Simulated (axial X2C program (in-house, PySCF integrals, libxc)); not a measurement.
# Nuclear properties of NaB⁺

Computed with an axial X2C code built on PySCF integrals: two-component X2C with atomic mean-field Coulomb and Gaunt terms, Gaussian nuclei, basis Na dyall-cv3z, B dyall-v3z with contracted cores.

R = 2.846 Å (near the PBE0 minimum at charge 1 of the determinant lowest at the starting distance; the state shown can have its own minimum elsewhere).

Determinant lowest in the PBE0 search, Ω = 1/2 (⟨Sz⟩ = 0.50, ⟨Lz⟩ = 0.00 at PBE0), spin on the atoms Na 0.05, B 0.45:

```csv
level,Eeff magnitude (GV/cm),Ws magnitude Na (kHz),Ws magnitude B (kHz),A∥/gI Na (MHz),qzz Na (a.u.),A∥/gI B (MHz),qzz B (a.u.)
PBE0,0.0135,0.00728,0.00344,117,-0.11,80.8,-0.61
HF,0.0122,0.00583,0.00389,77,-0.12,101,-0.61
PBE,0.0139,0.00772,0.00335,143,-0.10,82,-0.61
LDA,0.014,0.00787,0.00328,149,-0.10,102,-0.62
BP86,0.0137,0.0075,0.00343,130,-0.10,88.6,-0.62
```

Determinant 0.63 eV from it at PBE0 and this distance, Ω = 3/2 (⟨Sz⟩ = 0.50, ⟨Lz⟩ = 1.00 at PBE0), spin on the atoms Na 0.01, B 0.49:

```csv
level,Eeff magnitude (GV/cm),Ws magnitude Na (kHz),Ws magnitude B (kHz),A∥/gI Na (MHz),qzz Na (a.u.),A∥/gI B (MHz),qzz B (a.u.)
PBE0,0.000157,0.000305,0.000302,-2.62,-0.02,48.6,0.33
HF,0.00182,0.000616,0.00113,-6.11,-0.03,82.9,0.31
PBE,0.000294,0.000294,0.000254,-2.59,-0.02,46.7,0.33
LDA,0.000538,0.000261,0.000153,-2.15,-0.02,51.1,0.34
BP86,0.00011,0.00025,0.000253,-2.09,-0.02,48.6,0.34
```

Eeff is the effective electric field on the electron electric dipole moment in this Ω state and Ws the scalar–pseudoscalar constant of the nucleus named (defined with the proton number Z and per Ω); A∥ (defined per Ω) follows by multiplying with gI = μI/(I μN); qzz is the electric field gradient, eQq0 = 234.96 MHz × Q/barn × qzz. The operators were transformed with the bare-nucleus X2C matrices; with these basis sets, hyperfine constants and field gradients can be off by tens of per cent, and where levels differ in sign neither size nor sign is settled.

Problem. With gI(23Na) = 1.4783, Q(23Na) = 0.104 barn, gI(11B) = 1.7924, Q(11B) = 0.04059 barn (g factors from the IAEA table of nuclear moments by Stone; Q from Pyykkö, Mol. Phys. 2018), turn the PBE0 values of the first state into constants in MHz.

Solution. A∥(23Na) = 117 × 1.4783 = 173 MHz; eQq0(23Na) = 234.96 × (0.104) × (-0.11) = -2.69 MHz; A∥(11B) = 80.8 × 1.7924 = 145 MHz; eQq0(11B) = 234.96 × (0.04059) × (-0.61) = -5.82 MHz.

Each state is one determinant with collinear spin. Unrestricted Hartree–Fock can overshoot spin polarisation at the nuclei. In the state Ω = 3/2 the sign of Eeff differs between levels (HF against PBE0). Where Eeff spreads by more than a factor of two the levels disagree and none is to be relied on. The search compared states at one distance, so a state with another bond length can lie lower. PBE0 term energies can be off by some tenths of an eV.
